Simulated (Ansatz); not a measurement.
Results of PBE in Ansatz (plane waves, PAW) for bcc Cs.

Settings: plane-wave cutoff 500 eV, 18×18×18 k mesh, Fermi–Dirac smearing 0.1 eV, scalar-relativistic PAW data made under PBE.

Computed at the level's own relaxed cell.

Q: What does this level give for the equilibrium volume per atom and equilibrium lattice constant a?

A: 
- equilibrium volume per atom = 116.73 Å³/atom
- equilibrium lattice constant a = 6.158 Å

Measured, for comparison: equilibrium volume per atom 110.12 Å³/atom, lattice constant a 6.039 Å (low-temperature or extrapolated to 0 K; zero-point anharmonic expansion removed; as tabulated in Csonka et al. (2009), arXiv:0903.4037). Computed (rounded) less measured: equilibrium volume per atom +6.0 %, lattice constant a +2.0 %.

Spin–orbit coupling is not included.

Ansatz is a first-principles code.
